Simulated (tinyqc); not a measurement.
CIS and TDHF on RHF in the sto-6g basis, frozen core, for LiH, spin multiplicity 1, step by step. Computed by tinyqc, a small Python program that keeps every step (integrals from PySCF). Settings: charge = 0, multiplicity = 1, basis = sto-6g, method = RHF, frozen orbitals = 1, energy threshold = 1e-10, iteration cap = 87, orthogonalisation = symmetric, start = Wolfsberg-Helmholz matrix, DIIS depth = 6, TDHF = 1. Command: `OMP_NUM_THREADS=1 python tinyqc.py 30112 30113 out.jsonl` (the two numbers bound the seeds that draw the settings). One thread of a shared host (Intel(R) Xeon(R) Processor @ 2.60GHz), about 0.09 s of CPU time with the checks. The early iterations of the SCF are left out here.

## One-electron integrals

Geometry (angstrom):
```
atom        x        y        z
Li    0.00000  0.00000  0.00000
H     0.00000  0.00000  1.39900
```

Basis sto-6g: exponents (1/bohr^2) and contraction coefficients of normalised primitives:
```
element  l (shell)   exponent  coefficient
Li           s (1)  167.17585      0.00916
Li           s (1)   30.65151      0.04936
Li           s (1)    8.57519      0.16854
Li           s (1)    2.94581      0.37056
Li           s (1)    1.14394      0.41649
Li           s (1)    0.47114      0.13033
Li           s (2)    6.59756     -0.01325
Li           s (2)    1.30583     -0.04699
Li           s (2)    0.40585     -0.03379
Li           s (2)    0.15615      0.25024
Li           s (2)    0.06781      0.59512
Li           s (2)    0.03108      0.24071
Li           p (3)    6.59756      0.00376
Li           p (3)    1.30583      0.03768
Li           p (3)    0.40585      0.17390
Li           p (3)    0.15615      0.41804
Li           p (3)    0.06781      0.42586
Li           p (3)    0.03108      0.10171
H            s (1)   35.52322      0.00916
H            s (1)    6.51314      0.04936
H            s (1)    1.82214      0.16854
H            s (1)    0.62596      0.37056
H            s (1)    0.24308      0.41649
H            s (1)    0.10011      0.13033
```

Overlap, kinetic and nuclear-attraction integrals over the contracted functions; the nuclear repulsion is the sum of Za Zb / Rab.

nuclear repulsion = 1.1347617 hartree

overlap S, order 1Li 1s, 1Li 2s, 1Li 2px, 1Li 2py, 1Li 2pz, 2H 1s:
$$\begin{pmatrix}
1.00000 & 0.23574 & 0.00000 & 0.00000 & 0.00000 & 0.10461 \\
0.23574 & 1.00000 & 0.00000 & 0.00000 & 0.00000 & 0.44715 \\
0.00000 & 0.00000 & 1.00000 & 0.00000 & 0.00000 & 0.00000 \\
0.00000 & 0.00000 & 0.00000 & 1.00000 & 0.00000 & 0.00000 \\
0.00000 & 0.00000 & 0.00000 & 0.00000 & 1.00000 & 0.54290 \\
0.10461 & 0.44715 & 0.00000 & 0.00000 & 0.54290 & 1.00000
\end{pmatrix}$$

kinetic energy T (hartree), order 1Li 1s, 1Li 2s, 1Li 2px, 1Li 2py, 1Li 2pz, 2H 1s:
$$\begin{pmatrix}
3.61674 & -0.11072 & 0.00000 & 0.00000 & 0.00000 & -0.01498 \\
-0.11072 & 0.10652 & 0.00000 & 0.00000 & 0.00000 & 0.05495 \\
0.00000 & 0.00000 & 0.32001 & 0.00000 & 0.00000 & 0.00000 \\
0.00000 & 0.00000 & 0.00000 & 0.32001 & 0.00000 & 0.00000 \\
0.00000 & 0.00000 & 0.00000 & 0.00000 & 0.32001 & 0.16199 \\
-0.01498 & 0.05495 & 0.00000 & 0.00000 & 0.16199 & 0.76852
\end{pmatrix}$$

nuclear attraction V (hartree), order 1Li 1s, 1Li 2s, 1Li 2px, 1Li 2py, 1Li 2pz, 2H 1s:
$$\begin{pmatrix}
-8.44540 & -0.91737 & 0.00000 & 0.00000 & -0.02199 & -0.45838 \\
-0.91737 & -1.51335 & 0.00000 & 0.00000 & -0.13217 & -0.87971 \\
0.00000 & 0.00000 & -1.47789 & 0.00000 & 0.00000 & 0.00000 \\
0.00000 & 0.00000 & 0.00000 & -1.47789 & 0.00000 & 0.00000 \\
-0.02199 & -0.13217 & 0.00000 & 0.00000 & -1.58411 & -1.09670 \\
-0.45838 & -0.87971 & 0.00000 & 0.00000 & -1.09670 & -2.36742
\end{pmatrix}$$

core Hamiltonian H = T + V (hartree), order 1Li 1s, 1Li 2s, 1Li 2px, 1Li 2py, 1Li 2pz, 2H 1s:
$$\begin{pmatrix}
-4.82865 & -1.02810 & 0.00000 & 0.00000 & -0.02199 & -0.47336 \\
-1.02810 & -1.40682 & 0.00000 & 0.00000 & -0.13217 & -0.82476 \\
0.00000 & 0.00000 & -1.15788 & 0.00000 & 0.00000 & 0.00000 \\
0.00000 & 0.00000 & 0.00000 & -1.15788 & 0.00000 & 0.00000 \\
-0.02199 & -0.13217 & 0.00000 & 0.00000 & -1.26410 & -0.93471 \\
-0.47336 & -0.82476 & 0.00000 & 0.00000 & -0.93471 & -1.59890
\end{pmatrix}$$

## Two-electron integrals

Functions are numbered as in S; the eight-fold symmetry (ij|kl) = (ji|kl) = (kl|ij) leaves the list below.

Two-electron integrals (ij|kl) in chemists' order, unique and non-zero (hartree):
```
(11|11) 1.68125   (21|11) 0.24260   (21|21) 0.04451   (22|11) 0.39719
(22|21) 0.09028   (22|22) 0.29062   (31|31) 0.00944   (32|31) 0.01426
(32|32) 0.06424   (33|11) 0.39719   (33|21) 0.09028   (33|22) 0.29062
(33|33) 0.31312   (41|41) 0.00944   (42|41) 0.01426   (42|42) 0.06424
(43|43) 0.01688   (44|11) 0.39719   (44|21) 0.09028   (44|22) 0.29062
(44|33) 0.27937   (44|44) 0.31312   (51|51) 0.00944   (52|51) 0.01426
(52|52) 0.06424   (53|53) 0.01688   (54|54) 0.01688   (55|11) 0.39719
(55|21) 0.09028   (55|22) 0.29062   (55|33) 0.27937   (55|44) 0.27937
(55|55) 0.31312   (61|11) 0.11140   (61|21) 0.01984   (61|22) 0.03995
(61|33) 0.03944   (61|44) 0.03944   (61|51) 0.00260   (61|52) 0.00496
(61|55) 0.04098   (61|61) 0.00973   (62|11) 0.18464   (62|21) 0.04209
(62|22) 0.13560   (62|33) 0.12966   (62|44) 0.12966   (62|51) 0.00735
(62|52) 0.03705   (62|55) 0.14748   (62|61) 0.02189   (62|62) 0.09463
(63|31) 0.00427   (63|32) 0.01746   (63|53) 0.00627   (63|63) 0.00833
(64|41) 0.00427   (64|42) 0.01746   (64|54) 0.00627   (64|64) 0.00833
(65|11) 0.20927   (65|21) 0.04836   (65|22) 0.16157   (65|33) 0.15126
(65|44) 0.15126   (65|51) 0.01156   (65|52) 0.05706   (65|55) 0.18219
(65|61) 0.02665   (65|62) 0.12566   (65|65) 0.17107   (66|11) 0.37501
(66|21) 0.08728   (66|22) 0.29988   (66|33) 0.27531   (66|44) 0.27531
(66|51) 0.01965   (66|52) 0.11069   (66|55) 0.34903   (66|61) 0.04867
(66|62) 0.25346   (66|65) 0.35278   (66|66) 0.77500
```

## Orthogonalisation

S = U s U^T; symmetric (Loewdin) form X = U s^(-1/2) U^T, so that X^T S X = 1.

eigenvalues of S: [0.29505, 0.80034, 1.00000, 1.00000, 1.15531, 1.74930]

X, order 1Li 1s, 1Li 2s, 1Li 2px, 1Li 2py, 1Li 2pz, 2H 1s:
$$\begin{pmatrix}
1.02203 & -0.11844 & 0.00000 & 0.00000 & 0.00455 & -0.01570 \\
-0.11844 & 1.14230 & 0.00000 & 0.00000 & 0.14709 & -0.33817 \\
0.00000 & 0.00000 & 1.00000 & 0.00000 & 0.00000 & 0.00000 \\
0.00000 & 0.00000 & 0.00000 & 1.00000 & 0.00000 & 0.00000 \\
0.00455 & 0.14709 & 0.00000 & 0.00000 & 1.17943 & -0.41298 \\
-0.01570 & -0.33817 & 0.00000 & 0.00000 & -0.41298 & 1.30146
\end{pmatrix}$$

## Starting guess

The start is the generalised Wolfsberg-Helmholz matrix (K = 1.75) built on H; D = 2 C_occ C_occ^T.

D at the start, order 1Li 1s, 1Li 2s, 1Li 2px, 1Li 2py, 1Li 2pz, 2H 1s:
$$\begin{pmatrix}
1.99810 & 0.00835 & 0.00000 & 0.00000 & -0.12747 & -0.15848 \\
0.00835 & 0.10168 & 0.00000 & 0.00000 & 0.17391 & 0.28601 \\
0.00000 & 0.00000 & 0.00000 & 0.00000 & 0.00000 & 0.00000 \\
0.00000 & 0.00000 & 0.00000 & 0.00000 & 0.00000 & 0.00000 \\
-0.12747 & 0.17391 & 0.00000 & 0.00000 & 0.30749 & 0.50207 \\
-0.15848 & 0.28601 & 0.00000 & 0.00000 & 0.50207 & 0.82104
\end{pmatrix}$$

## Iteration 8 (converged): orbitals

converged F (hartree), order 1Li 1s, 1Li 2s, 1Li 2px, 1Li 2py, 1Li 2pz, 2H 1s:
$$\begin{pmatrix}
-2.38221 & -0.61834 & 0.00000 & 0.00000 & 0.01091 & -0.27784 \\
-0.61834 & -0.21737 & 0.00000 & 0.00000 & -0.11903 & -0.29988 \\
0.00000 & 0.00000 & 0.16221 & 0.00000 & 0.00000 & 0.00000 \\
0.00000 & 0.00000 & 0.00000 & 0.16221 & 0.00000 & 0.00000 \\
0.01091 & -0.11903 & 0.00000 & 0.00000 & -0.02200 & -0.24750 \\
-0.27784 & -0.29988 & 0.00000 & 0.00000 & -0.24750 & -0.19834
\end{pmatrix}$$

Diagonalise F' = X^T F X, C = X C', fill 2 alpha and 2 beta electrons from the bottom; D = 2 C_occ C_occ^T. Each column has its largest component positive (the first on a tie).

F' = X^T F X (hartree):
$$\begin{pmatrix}
-2.33367 & -0.32094 & 0.00000 & 0.00000 & 0.03674 & -0.09214 \\
-0.32094 & 0.02078 & 0.00000 & 0.00000 & 0.03332 & -0.30364 \\
0.00000 & 0.00000 & 0.16221 & 0.00000 & 0.00000 & 0.00000 \\
0.00000 & 0.00000 & 0.00000 & 0.16221 & 0.00000 & 0.00000 \\
0.03674 & 0.03332 & 0.00000 & 0.00000 & 0.16739 & -0.33969 \\
-0.09214 & -0.30364 & 0.00000 & 0.00000 & -0.33969 & 0.13656
\end{pmatrix}$$

orbital energies (hartree): MO1 -2.38381, MO2 -0.30196, MO3 0.08013, MO4 0.16221, MO5 0.16221, MO6 0.59669

coefficients C, order 1Li 1s, 1Li 2s, 1Li 2px, 1Li 2py, 1Li 2pz, 2H 1s:
$$\begin{pmatrix}
0.99347 & -0.17539 & -0.19617 & 0.00000 & 0.00000 & 0.05116 \\
0.02243 & 0.42753 & 0.80047 & 0.00000 & 0.00000 & -0.79425 \\
0.00000 & 0.00000 & 0.00000 & 0.97687 & 0.21382 & 0.00000 \\
0.00000 & 0.00000 & 0.00000 & -0.21382 & 0.97687 & 0.00000 \\
-0.00725 & 0.35200 & -0.61755 & 0.00000 & 0.00000 & -1.03824 \\
0.00856 & 0.54731 & -0.11804 & 0.00000 & 0.00000 & 1.29050
\end{pmatrix}$$

D after iteration 8, order 1Li 1s, 1Li 2s, 1Li 2px, 1Li 2py, 1Li 2pz, 2H 1s:
$$\begin{pmatrix}
2.03549 & -0.10541 & 0.00000 & 0.00000 & -0.13788 & -0.17499 \\
-0.10541 & 0.36657 & 0.00000 & 0.00000 & 0.30065 & 0.46837 \\
0.00000 & 0.00000 & 0.00000 & 0.00000 & 0.00000 & 0.00000 \\
0.00000 & 0.00000 & 0.00000 & 0.00000 & 0.00000 & 0.00000 \\
-0.13788 & 0.30065 & 0.00000 & 0.00000 & 0.24791 & 0.38518 \\
-0.17499 & 0.46837 & 0.00000 & 0.00000 & 0.38518 & 0.59925
\end{pmatrix}$$

Within a degenerate level the vectors are fixed only up to a rotation; this is one choice.

## Convergence

Stop when the energy changes by less than 1e-10 hartree and every element of the error matrix X^T (F D S - S D F) X is below 3e-06.

Course of the cycle:
```
iteration  E (hartree)     change  largest element of the error matrix
1           -7.9313112          -                             9.28e-02
2           -7.9473139  -1.60e-02                             2.53e-02
3           -7.9500322  -2.72e-03                             1.12e-02
4           -7.9507824  -7.50e-04                             7.62e-04
5           -7.9507831  -6.68e-07                             1.07e-04
6           -7.9507831  -1.49e-08                             1.67e-05
7           -7.9507831  -3.68e-10                             1.30e-06
8           -7.9507831  -2.24e-12                             3.45e-08
```

PySCF RHF in the same basis = -7.9507831 hartree

Converged in 8 iterations.

## Populations, bond orders and dipole

Mulliken: Z minus the diagonal of D S on the atom; Loewdin: the same with S^(1/2) D S^(1/2); Mayer order: 2 sum_s sum (D(s) S)_ij (D(s) S)_ji over the two atoms.

Charges (e):
```
atom  Mulliken   Loewdin
1Li   -0.00051  -0.00126
2H     0.00051   0.00126
```

Mayer bond orders:
```
pair    order
2-1   1.00000
```

dipole moment about the origin, x y z (debye): [0.00000, 0.00000, -4.86187]

## Integrals over molecular orbitals

(pq|rs) = sum C_ip C_jq C_kr C_ls (ij|kl), one index at a time.

one-electron integrals over orbitals h = C^T H C (hartree):
$$\begin{pmatrix}
-4.82039 & 0.11374 & 0.17172 & 0.00000 & 0.00000 & -0.02078 \\
0.11374 & -1.57939 & 0.03392 & 0.00000 & 0.00000 & -0.11687 \\
0.17172 & 0.03392 & -1.14573 & 0.00000 & 0.00000 & 0.03864 \\
0.00000 & 0.00000 & 0.00000 & -1.15788 & 0.00000 & 0.00000 \\
0.00000 & 0.00000 & 0.00000 & 0.00000 & -1.15788 & 0.00000 \\
-0.02078 & -0.11687 & 0.03864 & 0.00000 & 0.00000 & -0.92465
\end{pmatrix}$$

Two-electron integrals over orbitals (pq|rs), unique and non-zero (hartree); the lowest 1 orbital is frozen and left out:
```
(22|22) 0.50440    (32|22) -0.04391   (32|32) 0.01062    (33|22) 0.22927
(33|32) 0.00471    (33|33) 0.34126    (42|42) 0.02424    (43|42) 0.01892
(43|43) 0.04141    (44|22) 0.28027    (44|32) 0.00380    (44|33) 0.28291
(44|44) 0.31312    (52|52) 0.02424    (53|52) 0.01892    (53|53) 0.04141
(54|54) 0.01688    (55|22) 0.28027    (55|32) 0.00380    (55|33) 0.28291
(55|44) 0.27937    (55|55) 0.31312    (62|22) 0.13977    (62|32) -0.03150
(62|33) -0.00684   (62|44) -0.00524   (62|55) -0.00524   (62|62) 0.12353
(63|22) -0.04948   (63|32) 0.00677    (63|33) 0.03558    (63|44) 0.00006
(63|55) 0.00006    (63|62) -0.02913   (63|63) 0.02512    (64|42) -0.01940
(64|43) -0.01424   (64|64) 0.01942    (65|52) -0.01940   (65|53) -0.01424
(65|65) 0.01942    (66|22) 0.46247    (66|32) -0.03937   (66|33) 0.24191
(66|44) 0.27075    (66|55) 0.27075    (66|62) 0.14691    (66|63) -0.04183
(66|66) 0.45883
```

## CIS matrix, singlets

A(ia,jb) = (e_a - e_i) d_ij d_ab + 2 (ia|jb) - (ij|ab).

CIS matrix A, singlet (hartree), order 2>3, 2>4, 2>5, 2>6:
$$\begin{pmatrix}
0.17406 & 0.00000 & 0.00000 & -0.01352 \\
0.00000 & 0.23238 & 0.00000 & 0.00000 \\
0.00000 & 0.00000 & 0.23238 & 0.00000 \\
-0.01352 & 0.00000 & 0.00000 & 0.68324
\end{pmatrix}$$

## CIS singlet states

dipole integrals <i|r|a> (bohr), order 2>3, 2>4, 2>5, 2>6:
$$\begin{pmatrix}
0.00000 & 0.00000 & -0.31470 \\
0.93753 & -0.20521 & 0.00000 \\
0.20521 & 0.93753 & 0.00000 \\
0.00000 & 0.00000 & 0.52869
\end{pmatrix}$$

Diagonalise A (1 hartree = 27.211386 eV); each vector has its largest component positive (the first on a tie). The transition dipole is mu = sqrt2 sum c_ia <i|r|a>.

singlet excitation energies (eV): [4.72672, 6.32338, 6.32338, 18.60161]

lowest vectors, order 2>3, 2>4, 2>5, 2>6:
$$\begin{pmatrix}
0.99965 & 0.00000 & 0.00000 & -0.02652 \\
0.00000 & -0.41032 & 0.91194 & 0.00000 \\
0.00000 & 0.91194 & 0.41032 & 0.00000 \\
0.02652 & 0.00000 & 0.00000 & 0.99965
\end{pmatrix}$$

oscillator strengths 2/3 w |mu|^2: [0.02092, 0.28539, 0.28539, 0.26269]

Within a degenerate level the vectors are fixed only up to a rotation; this is one choice.

## TDHF (RPA) singlet states

B(ia,jb) = 2 (ia|jb) - (ib|ja); the squared energies are the eigenvalues of (A - B)(A + B); 1 hartree = 27.211386 eV.

TDHF matrix B, singlet (hartree), order 2>3, 2>4, 2>5, 2>6:
$$\begin{pmatrix}
0.01062 & 0.00000 & 0.00000 & -0.03150 \\
0.00000 & 0.02424 & 0.00000 & 0.00000 \\
0.00000 & 0.00000 & 0.02424 & 0.00000 \\
-0.03150 & 0.00000 & 0.00000 & 0.12353
\end{pmatrix}$$

squared energies w^2 (hartree^2): [0.02975, 0.05341, 0.05341, 0.45037]

TDHF energies from the positive w^2 (eV): [4.69322, 6.28888, 6.28888, 18.26152]

## CIS matrix, triplets

A(ia,jb) = (e_a - e_i) d_ij d_ab - (ij|ab).

CIS matrix A, triplet (hartree), order 2>3, 2>4, 2>5, 2>6:
$$\begin{pmatrix}
0.15282 & 0.00000 & 0.00000 & 0.04948 \\
0.00000 & 0.18389 & 0.00000 & 0.00000 \\
0.00000 & 0.00000 & 0.18389 & 0.00000 \\
0.04948 & 0.00000 & 0.00000 & 0.43617
\end{pmatrix}$$

## CIS triplet states

Diagonalise A (1 hartree = 27.211386 eV); each vector has its largest component positive (the first on a tie).

triplet excitation energies (eV): [3.92999, 5.00398, 5.00398, 12.09723]

lowest vectors, order 2>3, 2>4, 2>5, 2>6:
$$\begin{pmatrix}
0.98592 & 0.00000 & 0.00000 & 0.16721 \\
0.00000 & 0.00260 & 1.00000 & 0.00000 \\
0.00000 & 1.00000 & -0.00260 & 0.00000 \\
-0.16721 & 0.00000 & 0.00000 & 0.98592
\end{pmatrix}$$

Within a degenerate level the vectors are fixed only up to a rotation; this is one choice.

## TDHF (RPA) triplet states

B(ia,jb) = - (ib|ja); the squared energies are the eigenvalues of (A - B)(A + B); 1 hartree = 27.211386 eV.

TDHF matrix B, triplet (hartree), order 2>3, 2>4, 2>5, 2>6:
$$\begin{pmatrix}
-0.01062 & 0.00000 & 0.00000 & 0.03150 \\
0.00000 & -0.02424 & 0.00000 & 0.00000 \\
0.00000 & 0.00000 & -0.02424 & 0.00000 \\
0.03150 & 0.00000 & 0.00000 & -0.12353
\end{pmatrix}$$

squared energies w^2 (hartree^2): [0.01896, 0.03323, 0.03323, 0.18218]

TDHF energies from the positive w^2 (eV): [3.74716, 4.96031, 4.96031, 11.61440]
